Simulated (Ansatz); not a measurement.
# CH2BO radical (SMILES B[C]=O): functionals against CCSD(T) at one geometry

Aim: energy, forces and dipole at a structure displaced at random from a GFN2-xTB minimum, from CCSD(T) and from density functionals.

Program: Ansatz 0.2.0, Gaussian basis. Level of theory: single points in def2-TZVPP. These are calculated values, not measurements.

Cores are frozen in the correlated methods. Orbitals are unrestricted.

## 1. Starting geometry

SMILES `B[C]=O`, 5 atoms, charge 0, spin multiplicity 2.

Atoms are counted from 1 here; the program's logs count them from 0.

Bond lengths: B1–C2 1.493 Å, B1–H4 1.165 Å, B1–H5 1.238 Å, C2–O3 1.119 Å. Angles: C2–B1–H4 119.5°, C2–B1–H5 109.5°, H4–B1–H5 130.9°, B1–C2–O3 173.6°.

As a file:

```
B    -0.38080    0.32950   -0.43840
C     0.45380   -0.58290    0.39800
O     1.13290   -1.16420    1.07040
H    -0.72080   -0.01490   -1.49760
H    -0.64300    1.35540    0.20350
```

## 2. CCSD(T)/def2-TZVPP

Input file run/in.yaml:

```yaml
crystal:
  periodic: [false, false, false]
  atoms:
    - {symbol: B, position_ang: [-0.380800, 0.329500, -0.438400]}
    - {symbol: C, position_ang: [0.453800, -0.582900, 0.398000]}
    - {symbol: O, position_ang: [1.132900, -1.164200, 1.070400]}
    - {symbol: H, position_ang: [-0.720800, -0.014900, -1.497600]}
    - {symbol: H, position_ang: [-0.643000, 1.355400, 0.203500]}
basis:
  gaussian: {orbitals: def2-TZVPP}
magnetization: {spin_polarized: true, initial_magnetization: 1}
correlation: {method: ccsd_t}
scf: {omitted_lower_state_checks: [cluster_reference]}
output: {forces: true}
```

The command line of these runs was not kept.

## 3. PBE0-D4/def2-TZVPP

run/in.yaml: that of step 2 with these lines changed.

```diff
@@ -11,4 +11,3 @@
 magnetization: {spin_polarized: true, initial_magnetization: 1}
-correlation: {method: ccsd_t}
-scf: {omitted_lower_state_checks: [cluster_reference]}
-output: {forces: true}
+hamiltonian: {xc: pbe0, dispersion: d4}
+output: {forces: true, orbitals: {seedname: orbitals}}
```

## 4. wB97M-V/def2-TZVPP

run/in.yaml: that of step 3 with these lines changed.

```diff
@@ -11,3 +11,3 @@
 magnetization: {spin_polarized: true, initial_magnetization: 1}
-hamiltonian: {xc: pbe0, dispersion: d4}
-output: {forces: true, orbitals: {seedname: orbitals}}
+hamiltonian: {xc: {name: wB97M-V}}
+output: {forces: true}
```

## 5. r2SCAN-D4/def2-TZVPP

run/in.yaml: that of step 4 with these lines changed.

```diff
@@ -11,3 +11,3 @@
 magnetization: {spin_polarized: true, initial_magnetization: 1}
-hamiltonian: {xc: {name: wB97M-V}}
+hamiltonian: {xc: r2scan, dispersion: d4}
 output: {forces: true}
```

## 6. PBE-D4/def2-TZVPP

run/in.yaml: that of step 5 with these lines changed.

```diff
@@ -11,3 +11,3 @@
 magnetization: {spin_polarized: true, initial_magnetization: 1}
-hamiltonian: {xc: r2scan, dispersion: d4}
+hamiltonian: {xc: pbe, dispersion: d4}
 output: {forces: true}
```

## 7. r2SCAN0-D4/def2-TZVPP

run/in.yaml: that of step 6 with these lines changed.

```diff
@@ -11,3 +11,3 @@
 magnetization: {spin_polarized: true, initial_magnetization: 1}
-hamiltonian: {xc: pbe, dispersion: d4}
+hamiltonian: {xc: {name: r2SCAN0}, dispersion: d4}
 output: {forces: true}
```

## 8. wB97X-V/def2-TZVPP

run/in.yaml: that of step 7 with these lines changed.

```diff
@@ -11,3 +11,3 @@
 magnetization: {spin_polarized: true, initial_magnetization: 1}
-hamiltonian: {xc: {name: r2SCAN0}, dispersion: d4}
+hamiltonian: {xc: {name: wB97X-V}}
 output: {forces: true}
```

(Steps that only read results are left out.)

**Question.** What will these runs give? Wanted: energy less free atoms, CCSD(T)/def2-TZVPP; RMS force component; RMS force error; HOMO and LUMO, PBE0-D4; T1 diagnostic.

**Answer**, as computed:

| quantity | value |
| --- | --- |
| energy less free atoms, CCSD(T)/def2-TZVPP | -1954.7 kJ/mol |
| RMS force component | 1.166 to 1.888 eV/Å over the methods |
| RMS force error | PBE0-D4 0.278, wB97M-V 0.236, r2SCAN-D4 0.170, PBE-D4 0.357, r2SCAN0-D4 0.498, wB97X-V 0.156 eV/Å |
| HOMO and LUMO, PBE0-D4 | -6.40 and -2.83 eV |
| T1 diagnostic | 0.018 |

What this shows: Against CCSD(T) the functionals' energies less atoms differ by -162.1 to -52.8 kJ/mol, PBE-D4 by -162.1 kJ/mol. CCSD(T) in triple zeta still lacks some correlation energy of the bonds, so part of these gaps is its own basis error and they don't rank the functionals. The forces of wB97X-V come nearest to CCSD(T), those of r2SCAN0-D4 are farthest. Frozen-core CCSD(T) forces in triple zeta carry basis errors of their own, and this is one geometry, so small gaps rank nothing.
